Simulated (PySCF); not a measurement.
Gas-phase reaction: SiH2 + 2 HCl + Si = 2 SiH2Cl

Computed with PySCF and rigid-rotor harmonic-oscillator thermochemistry at 1 bar. † marks an energy on the PBE0/def2-TZVP geometry and frequencies. MP2 and CCSD(T) freeze the core. Open shells (unrestricted): Si (multiplicity 3, electronic degeneracy 9), SiH2Cl (multiplicity 2); the rest are closed-shell singlets. Spin-orbit splitting is ignored; it lowers the true energy and changes the entropy of Si. SiH2Cl: computed as isolated molecules; such fragments, hydroxides, amides, oligomers or adducts are transient or little studied in the gas. MP2 isn't extrapolated to the basis-set limit; its ΔH°(298 K) is -462.5 kJ in def2-SVP and -495.9 kJ in def2-TZVPP. CCSD(T) isn't extrapolated to the basis-set limit; its ΔH°(298 K) is -423.1 kJ in def2-SVP and -456.4 kJ in def2-TZVPP. The harmonic model lacks anharmonicity and excited electronic states, which grow with temperature; levels with a mode under 35 cm⁻¹ are left out.

ΔH° and ΔS° at 298 K: CCSD(T)/def2-SVP† -423 kJ, -225 J/K; CCSD(T)/def2-TZVPP† -456 kJ, -225 J/K; HF/def2-TZVP† -459 kJ, -225 J/K; MP2/def2-SVP† -463 kJ, -225 J/K; PBE0/def2-QZVP† -511 kJ, -225 J/K; PBE0/def2-SVP† -504 kJ, -225 J/K.

Q: With the heat capacities included, give log10 K (1 bar) at 800, 1000, 1200, 1600, 1800 K from CCSD(T)/def2-SVP†, CCSD(T)/def2-TZVPP†, HF/def2-TZVP†, MP2/def2-SVP†, PBE0/def2-QZVP†, PBE0/def2-SVP†.

A: 
```
T (K)  CCSD(T)/def2-SVP†  CCSD(T)/def2-TZVPP†  HF/def2-TZVP†  MP2/def2-SVP†  PBE0/def2-QZVP†  PBE0/def2-SVP†
-----  -----------------  -------------------  -------------  -------------  ---------------  --------------
800                 15.7                 17.9           18.1           18.3             21.5            21.0
1000                10.2                 11.9           12.1           12.3             14.8            14.4
1200                 6.5                  8.0            8.1            8.2             10.4            10.0
1600                 2.0                  3.1            3.2            3.3              4.9             4.6
1800                 0.5                  1.5            1.5            1.6              3.0             2.8
```
